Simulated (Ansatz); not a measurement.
# One element changed: vertical spin gaps of H2Al–PH2, H$_{2}$Al–AsH$_{2}$

Ansatz 0.2.0, basis cc-pVTZ; geometries are PBE0/def2-TZVP minima. Wave-function levels freeze the cores with the filled d shells of p-block atoms; HF, MP2 and coupled cluster are restricted for singlets and unrestricted otherwise, restricted open-shell where a d shell is frozen, Kohn–Sham unrestricted where that lies lower. The reference is CCSDT(Q) (coupled cluster only where its series has nearly closed). Semilocal and hybrid functionals correlate all electrons outside any core potential and usually lie nearer their basis limit than the reference, so part of their error here is the reference's basis and frozen-core error; RPA and the MP2 part of double hybrids freeze the same cores as the reference. An error is the level's value less the reference. None of these values is a measured one. Energies are electronic, without zero-point terms. No spin–orbit coupling and no scalar relativity. The species are chosen: bound, without strong static correlation by their natural occupations or amplitudes, in their lowest spin state as far as vertical gaps and like structures tell, and with a ladder that closes on the reference, so errors are smaller than for species at large; levels whose determinant breaks symmetry or spin markedly are left out.

| species | bonds (Å) | quantity | symmetry of the states | reference | value (kcal/mol) | error CCSD(T) | error CCSDT | error PBE | error B3LYP | error RPA-PBE |
| --- | --- | --- | --- | --- | --- | --- | --- | --- | --- | --- |
| H2Al–PH2, singlet | Al–P 2.322, Al–H 1.586, P–H 1.420, angles at P 94/95°, angles at Al 119/121° | triplet less singlet, vertical | A' / A' | CCSDT(Q) | 96.1 | 0.5 | 0.0 | -8.9 | -3.3 | -4.3 |
| H2Al–AsH2, singlet | Al–As 2.429, Al–H 1.587, As–H 1.522, angles at As 91/93°, angles at Al 120° | triplet less singlet, vertical | A' / A' | CCSDT(Q) | 92.3 | 0.4 | 0.0 | -8.1 | -2.2 | -4.1 |

The reference falls from P to As, by 3.8 kcal/mol in all.
